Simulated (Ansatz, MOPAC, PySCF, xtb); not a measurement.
Barrier height from F + H2 to the transition structure FH2, without zero-point energy, on the benchmark's geometries as Psi4's copy of the set gives them.
Transition structure (charge 0, multiplicity 2):
```xyz
3

H      0.1466    -1.1284     0.0000
F      0.0000     0.3304     0.0000
H     -0.1466    -1.8454     0.0000
```
Reactant (charge 0, multiplicity 1):
```xyz
2

H      0.00000     0.00000     0.00000
H      0.74188     0.00000     0.00000
```

```csv
level,barrier height (kcal/mol),"minus CCSD(T)/CBS(aug-cc-pVTZ, aug-cc-pVQZ)",cost
PM6,0.70,-0.58,-
PM7,10.94,9.66,-
GFN1-xTB,-19.87,-21.15,-
GFN2-xTB,-13.99,-15.27,-
HF/aug-cc-pVTZ,13.07,11.79,-
HF/aug-cc-pVQZ,13.15,11.87,-
PBE0/def2-TZVPPD,-4.51,-5.79,×0.6
BHLYP/def2-TZVPPD,1.57,0.29,×1
M06-2X/def2-TZVPPD,0.98,-0.30,-
B2PLYP/def2-TZVPPD,-1.22,-2.50,×0.9
MP2/cc-pVDZ,7.10,5.81,-
CCSD(T)/aug-cc-pVQZ,1.51,0.23,×20
"CCSD(T)/CBS(aug-cc-pVTZ, aug-cc-pVQZ)",1.28,0.00,×30
CCSDT(Q)/cc-pVDZ,5.64,4.36,×4
```

 The comparison column counts from a level with limits of its own.

The rows run from -19.87 (GFN1-xTB) to 13.15 kcal/mol (HF/aug-cc-pVQZ). The 4 functionals in def2-TZVPPD without D3 or D4 span 6.08, from PBE0 to BHLYP.

Open shells are unrestricted; no spin–orbit coupling.

Correlated levels freeze the cores. CBS(a, b) extrapolates the correlation energy as X⁻³ and adds the Hartree–Fock energy of set b. The state reached by PM6, PM7 isn't checked; PM7 holds dispersion and hydrogen-bond terms.

Codes used: Ansatz (Gaussian orbitals); MOPAC for PM6, PM7 (differences of heats of formation); PySCF for M06-2X; xtb for the GFN methods. Values without a source in brackets are computed. The GFN methods have no spin term and hold the electronic entropy of 300 K.

Costs are rough ratios of core time to PBE/def2-TZVPPD (about 1.7 s over the structures, on one shared machine); a dash marks a level with no comparable run of its own. 

The set's own value is 1.8 kcal/mol (Zhao et al., J. Phys. Chem. A 109, 2012 (2005), HTBH38), an estimate for the real system, whose open-shell reactant is lowered by spin–orbit coupling.

Ansatz is an electronic-structure program.
